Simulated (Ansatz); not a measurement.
1T (CdI2-type) PtSe₂ was calculated with PBE-D4 (Ansatz, a first-principles code, plane waves, PAW).

Run with plane-wave cutoff 520 eV, 24×24×16 k mesh (along the axes of the cell as run), Fermi–Dirac smearing 0.05 eV, scalar-relativistic PAW data made under PBE.

Computed at the level's own relaxed cell.

```
PtSe2
1.0
    3.77267     0.00000     0.00000
   -1.88633     3.26723     0.00000
    0.00000     0.00000     4.82122
Pt Se
1 2
Cartesian
  0.00000   0.00000   0.00000
  0.00000   2.17815   1.28079
  1.88633   1.08908   3.54043
```

Problem. Give the elastic tensor (Voigt notation, GPa, ions relaxed, in the Cartesian axes of the cell as printed).

Solution. 
```
  192.2    61.7    42.8   -25.1     0.0     0.0
   61.7   192.2    42.8    25.1     0.0     0.0
   42.8    42.8    61.4     0.0     0.0     0.0
  -25.1    25.1     0.0    44.5     0.0     0.0
    0.0     0.0     0.0     0.0    44.5   -25.1
    0.0     0.0     0.0     0.0   -25.1    65.2
```

Note: the solid has no gap at this level, which affects its response; the dispersion coefficients are held fixed in the derivatives.

Spin–orbit coupling is not included.

Static lattice: no zero-point or thermal effects.
